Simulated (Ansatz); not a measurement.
# Ligand exchange: CHFO + MgH(OH) → CH2O2 + MgHF

Species: CHFO `O=CF`, singlet; MgH(OH), singlet; CH2O2 (formic acid) `O=CO`, singlet; MgHF `[F][MgH]`, singlet. The partners trade F for OH: C–F and Mg–OH bonds give way to C–OH and Mg–F.

Shapes, held fixed at every level: PBE0-D4/def2-TZVP. Flexible molecules stand in one conformer, not always the lowest. Programs: Ansatz 0.2.0. The zero-point and thermal change to 298 K, harmonic and unscaled (PBE0-D4/def2-TZVP), is +4.8 kJ/mol.

```json
{"level": "HF/def2-SVP", "kind": "Hartree–Fock", "ΔH(298 K) (kJ/mol)": "-91.3", "less CCSD(T)/def2-TZVPP": "-9.1"}
{"level": "HF/def2-TZVPP", "kind": "Hartree–Fock", "ΔH(298 K) (kJ/mol)": "-84.0", "less CCSD(T)/def2-TZVPP": "-1.8"}
{"level": "SPW92/def2-TZVPP", "kind": "LDA", "ΔH(298 K) (kJ/mol)": "-86.6", "less CCSD(T)/def2-TZVPP": "-4.4"}
{"level": "BHLYP-D4/def2-TZVPP", "kind": "global hybrid", "ΔH(298 K) (kJ/mol)": "-85.6", "less CCSD(T)/def2-TZVPP": "-3.4"}
{"level": "wB97M-V/def2-TZVPP", "kind": "range-separated hybrid", "ΔH(298 K) (kJ/mol)": "-83.1", "less CCSD(T)/def2-TZVPP": "-0.9"}
{"level": "CCSD/def2-TZVPP", "kind": "coupled cluster or CI", "ΔH(298 K) (kJ/mol)": "-82.0", "less CCSD(T)/def2-TZVPP": "+0.2"}
{"level": "CCSD(T)/def2-TZVPP", "kind": "coupled cluster or CI", "ΔH(298 K) (kJ/mol)": "-82.2", "less CCSD(T)/def2-TZVPP": "0.0"}
```

The highest level, CCSD(T)/def2-TZVPP, gives ΔH(298 K) = -82.2 kJ/mol; the levels span -91.3 to -82.0. The column of differences is taken from that level and isn't an error. No measured value is set beside it here. Correlated rows may include outer-core shells of Mg, which these sets cover unevenly.
